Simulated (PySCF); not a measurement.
C4H9O (doublet state).
Structure used (GFN2-xTB), in Å, numbered top down from 1:
```
atom  x, y, z in Å
C1    -0.0801    0.2551   -1.4708
C2    -0.3229    0.2838   -0.0156
C3    -1.7951   -0.0500    0.3094
O4     0.4645   -0.6578    0.6939
C5     1.8310   -0.3419    0.7217
H6     0.2873   -0.6394   -1.9335
H7    -0.4326    1.0577   -2.0873
H8    -0.1164    1.3001    0.3758
H9    -1.9443   -0.0029    1.3842
H10   -2.0172   -1.0560   -0.0335
H11   -2.4555    0.6567   -0.1838
H12    2.0055    0.6183    1.2256
H13    2.3209   -1.1374    1.2796
H14    2.2543   -0.2867   -0.2878
```

The hyperfine couplings belong to this conformer and change with its torsions.

As a line formula: `[CH2][C@@H](C)OC` [radical].

Computed with UKS B3LYP, pcH-1 on C H O, non-relativistic, mean-field spin-orbit, GIAO in PySCF. Geometry: GFN2-xTB, one conformer, isolated molecule. A GFN2-xTB geometry isn't a minimum of the functional, and hyperfine couplings can be far from their values at a DFT geometry. Stability of the SCF solution: not tested.

Problem. Give the principal g shifts and their parts.

Solution. 
```csv
Δg (ppm),1,2,3
relativistic mass correction,-140,-140,-140
gauge correction,3,38,28
orbital Zeeman/spin–orbit,45,501,634
total,-92,399,522
```

So g = 2.00223, 2.00272, 2.00284 and g_iso = 2.00260; the tensor is rhombic: the two nearest values differ by 20 % of g3 − g1. Axes: g2 points within 10° of the C1–C2 bond.

Problem. What are the electron Larmor frequencies g μB B/h along the three axes at 350 mT?

Solution. 9.8083, 9.8107, 9.8113 GHz for g1, g2 and g3, a range of 3.0 MHz.

Problem. At 9.324 GHz, how far is the centre of the isotropic spectrum from where a free electron (g = 2.002319) resonates?

Solution. B = hν/(g μB) with μB/h = 13.99624 MHz/mT gives 332.70 mT for the free electron and 332.66 mT at g_iso, 0.05 mT lower.

Problem. What effective moment and Curie constant follow for a powder?

Solution. With the mean of g² = 4.0104 and S(S+1) = 0.75: μ_eff = √(⟨g²⟩S(S+1)) = 1.734 μB and χT = 0.12505·⟨g²⟩·S(S+1) = 0.376 cm³ K/mol (cgs; spin-Hamiltonian part alone).

Problem. In a frozen sample, at which fields do the three g values resonate at 9.5, 34, 94 and 263 GHz (hyperfine left aside), and which band first spreads them over more than twice a line width of 1.0 mT?

Solution. 
```csv
band,GHz,B(g3) mT,B(g2) mT,B(g1) mT,spread mT
X,9.5,338.90,338.92,339.00,0.10
Q,34.0,1212.89,1212.96,1213.26,0.37
W,94.0,3353.28,3353.49,3354.31,1.03
J,263.0,9382.05,9382.62,9384.93,2.88
```

The spread grows in proportion to the frequency. J band is the first where it exceeds 2.0 mT.

Largest spin populations (Mulliken): C1 (+1.08) and C2 (-0.08). C1 is the only atom above +0.15. The angles at C1 add up to 359.1°, so it is planar; its axial dipolar tensor and the negative couplings of its protons fit spin in a p orbital normal to that plane.

The HOMO–LUMO gaps are 7.19 eV among the α and 5.33 eV among the β orbitals.
